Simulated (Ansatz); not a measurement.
Born–Oppenheimer molecular dynamics of H8Si2 (10 atoms, charge 0, multiplicity 1). It starts at the highest image of a converged band. Of that band: Neighbouring images differ by up to 2.4 eV, so the band resolves the path poorly. A vibrational analysis at the climbing image gives one clearly imaginary mode, 1622i cm⁻¹: a first-order saddle point.

These are results of Ansatz 0.2.0, RKS PBE-D4/6-31G*, not measurements.

* ensemble: NVE (velocity Verlet)
* time step: 0.5 fs
* steps asked: 200
* starting velocities drawn for: 300 K
* seed: 4789

First frame:

```xyz
10
Properties=species:S:1:pos:R:3
Si -0.303 0.036 -0.002
Si -0.094 -0.024 2.649
H -1.111 -0.168 3.752
H 0.869 -1.172 2.708
H 0.643 1.270 2.821
H 1.206 0.163 0.283
H -0.581 1.317 -0.741
H -0.401 -1.323 -0.631
H -1.997 -0.060 0.268
H -1.364 -0.038 1.236
```

Problem. What does the run give?

Solution. The run went to its last step.

- steps done: 200
- time covered: 100 fs
- mean temperature over the second half: 2614 K
- spread of the potential energy over the second half: 28.0 meV per atom
- mean potential energy of the second half above the start: -239.2 meV per atom

The conserved energy stayed within 0.21 meV per atom of its start (net change 0.11 meV per atom), so the integration is sound. The system heated up, since it started high on the potential surface and ran downhill. A run of 0.1 ps of so small a system gives no equilibrium averages. The orbitals stay closed-shell, which can raise the energy where a bond breaks towards radicals; this wasn't checked here.

Problem. What happens to the structure?

Solution. The step under study would form Si1–H9, Si2–H10 and break Si1–Si2, H9–H10. These pairs go: Si1–H9 1.72 → 15.31 Å, Si2–H10 1.90 → 14.61 Å, Si1–Si2 2.66 → 2.62 Å, H9–H10 1.16 → 0.82 Å. In the last frame they stand as before the step (other bonds may differ from the relaxed reactants and products). Also parted: Si1–H10 1.63 → 14.58 Å. It ends as H2 + H6Si2. Pairs count as bonded within 1.25 times the sum of covalent radii (0.12 Å more for H–H). Another seed would give other details.

Problem. How do temperature and energy run in time?

Solution. 
```tsv
time (fs)	T (K)	potential energy less start (eV)	conserved less start (meV/atom)
0.0	300	0.000	0.00
8.0	588	-0.297	0.09
16.0	2541	-2.318	-0.05
24.0	2912	-2.702	-0.02
32.0	2959	-2.750	-0.08
40.0	2712	-2.496	-0.13
48.0	2354	-2.125	-0.14
56.0	2489	-2.265	-0.14
64.0	2860	-2.648	-0.09
72.0	3040	-2.834	0.00
80.0	2677	-2.457	0.13
88.0	2331	-2.099	0.20
96.0	2257	-2.022	0.19
```

Run time: 2.6 min on 1 thread of AMD EPYC 9R45 96-Core Processor (Zen 5), with other jobs on the host, peak memory 0.12 GiB.
